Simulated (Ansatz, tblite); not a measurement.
**The cluster Mg2Al: rung by rung**

Aim: run the doublet of the cluster Mg2Al at one geometry on many levels, and compare frontier levels, spin and run time.

Program: Ansatz 0.2.0, Gaussian basis. Level of theory: as each input shows. These are calculated values, not measurements.

Levels to be run: GFN1-xTB, GFN2-xTB, PBE-D4/def2-TZVP, r2SCAN-D4/def2-TZVP, BLYP-D4/def2-TZVP, r2SCAN0-D4/def2-TZVP, ωB97M-V/def2-TZVP, CAM-B3LYP-D4/def2-TZVP, r2SCANh-D4/def2-TZVP, PBE-D4/def2-SVP, PBE0-D4/def2-SVP, PBE0-D4/def2-TZVPD, PBE-D4/def2-TZVPD, r2SCAN-D4/def2-TZVPD, CCSD(T)/def2-TZVPP, MP2/def2-TZVP, RPA/def2-TZVP, CCSD(T)/def2-TZVPD.

## 1. The structure

The doublet was relaxed beforehand with r2SCAN-D4/def2-TZVP. At that level it is the lowest of the isomers that a small search found.

3 atoms, charge 0, spin multiplicity 2.

Bond lengths: Al1–Mg2 2.732 Å, Al1–Mg3 2.732 Å, Mg2–Mg3 3.090 Å. Angles: Mg2–Al1–Mg3 68.9°, Al1–Mg2–Mg3 55.6°, Al1–Mg3–Mg2 55.6°.

PBE0-D4/def2-TZVP was run before; its log isn't repeated, and its numbers join the tables.

## 2. GFN1-xTB

Tight binding, by tblite at 300 K electronic temperature and without a spin-polarisation term:

```python
tblite.interface.Calculator('GFN1-xTB', numbers, positions, charge=0, uhf=1).singlepoint()
```

Energy -72.9595 eV; 0.006 s.

## 3. GFN2-xTB

Tight binding, by tblite at 300 K electronic temperature and without a spin-polarisation term:

```python
tblite.interface.Calculator('GFN2-xTB', numbers, positions, charge=0, uhf=1).singlepoint()
```

Energy -53.2613 eV; 0.007 s.

## 4. PBE-D4/def2-TZVP

start.molden holds the orbitals of an earlier run on this state, given as this run's starting guess.

The input, in.yaml:

```yaml
crystal:
  periodic: [false, false, false]
  atoms:
    - {symbol: Al, position_ang: [-0.392778, 1.122934, -0.917507]}
    - {symbol: Mg, position_ang: [1.544647, 0.138741, 0.738496]}
    - {symbol: Mg, position_ang: [-1.151868, -1.261675, 0.179001]}
basis:
  gaussian: {orbitals: def2-TZVP, initial_orbitals: start.molden}
magnetization: {spin_polarized: true, initial_magnetization: 1}
hamiltonian: {xc: pbe, dispersion: d4}
scf: {omitted_lower_state_checks: [starts]}
output: {orbitals: {seedname: orbitals}}
```

The run is started by

```
ansatz run in.yaml --threads 4 --pin off --events-out ev --progress --plain --max-ram 3916MiB
```

Further steps of the session: r2SCAN-D4/def2-TZVP; BLYP-D4/def2-TZVP; r2SCAN0-D4/def2-TZVP; ωB97M-V/def2-TZVP; CAM-B3LYP-D4/def2-TZVP; r2SCANh-D4/def2-TZVP; PBE-D4/def2-SVP; PBE0-D4/def2-SVP; PBE0-D4/def2-TZVPD; PBE-D4/def2-TZVPD; r2SCAN-D4/def2-TZVPD; CCSD(T)/def2-TZVPP; MP2/def2-TZVP; RPA/def2-TZVP; CCSD(T)/def2-TZVPD.

Before running them: what should the planned runs give, taken together? Wanted: gap in def2-TZVP, named functionals, smallest and largest; correlation energy, CCSD(T)/def2-TZVPP; correlation energy, MP2/def2-TZVP; correlation energy, CCSD(T)/def2-TZVPD; binding an atom, functionals in def2-TZVP; ⟨S²⟩ in def2-TZVP, named functionals, smallest and largest; PBE0 total energy, smallest basis above largest.

As calculated:

```
                                                  quantity                                       value
 gap in def2-TZVP, named functionals, smallest and largest        0.53 eV (BLYP-D4), 4.66 eV (ωB97M-V)
                    correlation energy, CCSD(T)/def2-TZVPP                                   -13.25 eV
                         correlation energy, MP2/def2-TZVP                                   -11.58 eV
                    correlation energy, CCSD(T)/def2-TZVPD                                   -13.27 eV
                 binding an atom, functionals in def2-TZVP  0.25 (CAM-B3LYP-D4) to 0.57 eV (r2SCAN-D4)
⟨S²⟩ in def2-TZVP, named functionals, smallest and largest                                0.755, 0.800
           PBE0 total energy, smallest basis above largest              6.16 eV (def2-SVP, def2-TZVPD)
```

Orbital gaps of the named functionals in def2-TZVP span 0.53 eV (BLYP-D4) to 4.66 eV (ωB97M-V); exact exchange widens it. Over the named functionals in def2-TZVP spin contamination reaches 0.05 (r2SCAN0-D4), which is small. Notes on CCSD(T)/def2-TZVPP: large T1 diagnostic, spin contamination.
